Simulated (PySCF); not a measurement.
Computed properties of chlorine (Cl2), SMILES ClCl

chlorine (Cl2), SMILES ClCl. Coordinates come from a PBE0-D3(BJ)/def2-TZVPD optimisation. Other conformers were not sampled. All values are computed for the isolated molecule unless a solvent is named; none is compared with measurement here.

**Structure.** The optimised structure has D∞h symmetry. All 1 harmonic modes at PBE0-D3(BJ)/def2-TZVPD (PySCF) are real, so it is a minimum.

**Vibrations.** No mode carries more than 0.5 km/mol of infrared intensity. The softest mode is at 577 cm⁻¹ and the zero-point energy is 0.8 kcal/mol.

**Electronic structure.** HF/def2-TZVPD (PySCF) places the frontier levels at -12.06 and 0.69 eV, a gap of 12.75 eV, and gives a dipole moment of 0.00 D and a mean polarisability of 29.9 bohr³.

**Excitations.** TDDFT-B3LYP/def2-TZVPD (PySCF) has S1 at 3.62 eV (343 nm, f = 0.002, dark); the most intense of the 10 singlets computed lies at 8.49 eV (f = 0.09). Strengths of degenerate partners are summed. T1 (TDA) is at 2.81 eV. No vertical singlet excitation falls in the visible range (under 3.1 eV).
